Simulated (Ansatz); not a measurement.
**Relaxing PPb2**

Theory: DFT r2SCAN, scalar-relativistic, plane waves, PAW in Ansatz 0.2.0.

PPb2 was placed on the rutile structure type (P4_2/mnm, No. 136), with P in place of Ti, Pb in place of O, at a guessed volume.

Input of the last, converged step (default PAW datasets):

```yaml
crystal:
  lattice:
    - [6.8563985996, 0.0, 0.0]
    - [0.0, 6.8563985996, 0.0]
    - [0.0, 0.0, 4.0947776936]
  atoms:
    - { symbol: P, position: [0.0, 0.0, 0.0] }
    - { symbol: P, position: [0.5, 0.5, 0.5] }
    - { symbol: Pb, position: [0.2987960374, 0.2987960374, 0.0] }
    - { symbol: Pb, position: [0.2012039626, 0.7987960374, 0.5] }
    - { symbol: Pb, position: [0.7012039626, 0.7012039626, 0.0] }
    - { symbol: Pb, position: [0.7987960374, 0.2012039626, 0.5] }
basis:
  ecutwfc: 500
kpoints:
  mp_grid: { grid: [6, 6, 10] }
hamiltonian:
  xc: r2scan
scf:
  occupations: { method: gaussian, width: 0.1 }
output:
  forces: true
  stress: true
  eigenvalues: true
relax:
  adjacent_minimum: "off"
  f_tol: 0.01
  max_steps: 80
  cell: { stress_tol: 0.05 }
```

Launched as:

```bash
ansatz run input.yaml --threads 1 --pin off --max-ram 2560MiB --backend cpu --events-out ev --progress --plain --runs-dir out
```

Time: 3.5 min on 1 thread of Intel(R) Xeon(R) 6975P-C (Granite Rapids) (shared host), peak memory 1.1 GiB.

End of the output:

```
SCF converged after 4 iterations
Free energy (F): -49200.088610 eV
Harris-Foulkes:  -49200.088610 eV  (|F-HF|=1.46e-11)
Internal energy: -49200.068976 eV  (E = F + TS)
E sigma→0 (E₀):  -49200.078793 eV
Entropy (-TS):   -0.019634 eV (-3.272 meV/atom)
Fermi energy:    7.657107 eV
--- Per-component energies (eV) ---
  E_band       = -342.937841
  E_kinetic    = 1287.226448
  E_local      = -5088.040788  (includes V_loc(G=0)·N_el)
  E_nonlocal   = 1469.410153
  E_hartree    = 2016.145572
  E_xc         = -945.782644
  E_vxc        = -705.726409  (∫ρ·V_xc dr)
  E_paw        = -42885.088631  (= ΣΔE_a)
  E_vpaw       = -1386.851460  (= ΣTr[D̂ρ^β])
  E_aug_tail   = 0.000078  (compensation charges beyond the density's cutoff)
  E_vtau       = 48.753057  (kinetic-family band-sum trace: ∫τ·v_τ [+ j·A + Jᵃ·Aᵃ] dr)
  E_ewald      = -5057.619488
  E_core_change = 3.680325  (= ΣΔE_core)
  E_smearing   = -0.019634  (= −TS)
  E_closure    = 0.000000  (closes the sum)
  Σ components = -49200.088610   (vs F -49200.088610, Δ=0.00e0)
--- Forces (eV/Å), atoms counted from 1 ---
  atom   1  P      0.00000000     0.00000000     0.00000000
  atom   2  P      0.00000000     0.00000000     0.00000000
  atom   3  Pb     0.00022521     0.00022521     0.00000000
  atom   4  Pb    -0.00022521     0.00022521     0.00000000
  atom   5  Pb    -0.00022521    -0.00022521     0.00000000
  atom   6  Pb     0.00022521    -0.00022521     0.00000000
  max |Σ_I F_I| component: 6.94e-18 eV/Å
--- Stress (GPa, compression-positive) ---
       -0.004363       0.000000       0.000000
        0.000000      -0.004363       0.000000
        0.000000       0.000000      -0.001223
  P = ⅓ Tr σ = -0.0033 GPa (-0.033 kbar)
--- Relaxed structure (6 steps of the walk, 6 accepted, 1 SCFs on fresh bases) ---
  F+E_penalty+E_count = -49200.08861005 eV   max|allowed force component| = 2.252e-4 eV/Å   (the final SCF, on the basis selected at the relaxed cell)
  cell:  # Å, volume = 192.1459 Å³
    - [6.727764, 0.000000, 0.0]
    - [0.000000, 6.727764, 0.0]
    - [0.0, 0.0, 4.245117]
  atoms:
    - { symbol: P, position: [0.000000, 0.000000, 0.0] }
    - { symbol: P, position: [0.500000, 0.500000, 0.5] }
    - { symbol: Pb, position: [0.298484, 0.298484, 0.0] }
    - { symbol: Pb, position: [0.201516, 0.798484, 0.5] }
    - { symbol: Pb, position: [0.701516, 0.701516, 0.0] }
    - { symbol: Pb, position: [0.798484, 0.201516, 0.5] }
```

Total energies depend on the potentials used, so only differences within one code and one set of settings carry meaning.

The result has space group P4_2/mnm (No. 136). P is coordinated by 6 Pb at 2.84–2.86 Å; around Pb lie 3 P at 2.84–2.86 Å.

Against the elements it lies at 0.28 eV/atom. The zero of energy is the elements' standard structures at the same level; no fitted shifts are applied.

For metals, differences of a few meV/atom aren't resolved. Spin–orbit coupling is left out.

A structure relaxed within its symmetry needn't be a true minimum.